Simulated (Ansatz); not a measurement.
Mulliken charges of C3H3F3, SMILES `F/C=C(\F)CF` from r2SCAN/def2-TZVPP in Ansatz (PBE0-D4/def2-TZVP geometry).

| atom | x (Å) | y (Å) | z (Å) | charge (e) |
| --- | --- | --- | --- | --- |
| F1 | 1.671 | -1.668 | -1.019 | -0.189 |
| C2 | 1.167 | -0.601 | -0.402 | 0.063 |
| C3 | -0.133 | -0.443 | -0.233 | 0.156 |
| F4 | -1.015 | -1.346 | -0.671 | -0.198 |
| C5 | -0.793 | 0.709 | 0.441 | 0.168 |
| F6 | 0.144 | 1.612 | 0.878 | -0.232 |
| H7 | 1.894 | 0.119 | -0.055 | 0.116 |
| H8 | -1.471 | 1.214 | -0.256 | 0.058 |
| H9 | -1.375 | 0.359 | 1.300 | 0.058 |

Q: By hand: the dipole of these point charges (1 e Å = 4.8032 D).

A: Σ q r = (-0.174, 0.325, 0.188) e Å, of length 0.414 e Å = 1.99 D.

Q: How does the dipole of the full density compare? (An estimate is asked.)

A: Computed: (-0.178, 0.210, 0.125) e Å, 1.45 D; the point charges give 1.37 times that, at 11° from its direction.

Point charges leave out the atoms' own dipoles, such as those of lone pairs, and Mulliken's split depends on the basis, so the two needn't agree.
